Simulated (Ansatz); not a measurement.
Relative stability

Two relaxed structures of Al₂NH₄, doublet (PBE0-D4/def2-TZVP; forces vanish, vibrations not checked).

A:

```tsv
atom	x (Å)	y (Å)	z (Å)
N1	-1.7446	0.0470	-1.0713
Al2	-0.0049	-0.0872	-0.7646
Al3	1.6553	-0.0284	1.1489
H4	-2.4473	0.1974	-0.3634
H5	-2.1786	-0.0161	-1.9789
H6	2.4975	1.3079	1.3544
H7	2.2226	-1.4206	1.6750
```

B:

N1  (-0.080, 0.016, -0.019)
Al2  (-1.646, 0.010, -0.856)
Al3  (1.482, 0.005, 0.826)
H4  (-2.816, -0.845, -0.218)
H5  (-1.774, 0.860, -2.186)
H6  (2.666, 0.847, 0.197)
H7  (1.591, -0.849, 2.154)
(Å)

Ansatz 0.2.0; basis: def2-TZVPP; cores frozen in the correlated methods; orbitals are unrestricted. B3LYP uses VWN-RPA correlation.

Task: Which structure is lower at CCSD(T), and by how much? (To be estimated.)

Result: By the calculation: A, by 9.42 kcal/mol (electronic energy, against the other). By their contacts, A is Al₂NH₄ ([NH2][Al][AlH2]) and B is Al₂NH₄ ([AlH2][N][AlH2]).

Task: Do the other methods give the same order? (A judgement: the text doesn't fix the answer.)

Result: Computed: Not all: HF gives the other order.

| method | E(B) − E(A) (kcal/mol) |
| --- | --- |
| PBE-D4 | 16.98 |
| r2SCAN-D4 | 10.44 |
| PBE0-D4 | 15.44 |
| B3LYP-D4 | 7.84 |
| wB97M-V | 6.40 |
| HF | -4.83 |
| MP2 | 11.71 |
| CCSD | 7.83 |
| CCSD(T) | 9.42 |

The T1 diagnostic stays at or below 0.024. ⟨S²⟩ of the unrestricted Hartree–Fock references: 0.76 to 0.81 (a pure state has 0.75). The unrestricted reference is spin-contaminated, which hurts MP2 most.

Labels in which every atom is bracketed show which atoms are joined, not bond orders.

For scale, one of the runs: CCSD(T)/def2-TZVPP, 171 basis functions, launched by `ansatz run in.yaml --threads 2 --pin off --events-out ev --progress --plain --max-ram 4352MiB`. Hardware: 2 CPU threads of an Intel Xeon Platinum 8259CL, shared host. Wall time 62 s; peak host memory 3.1 GiB.
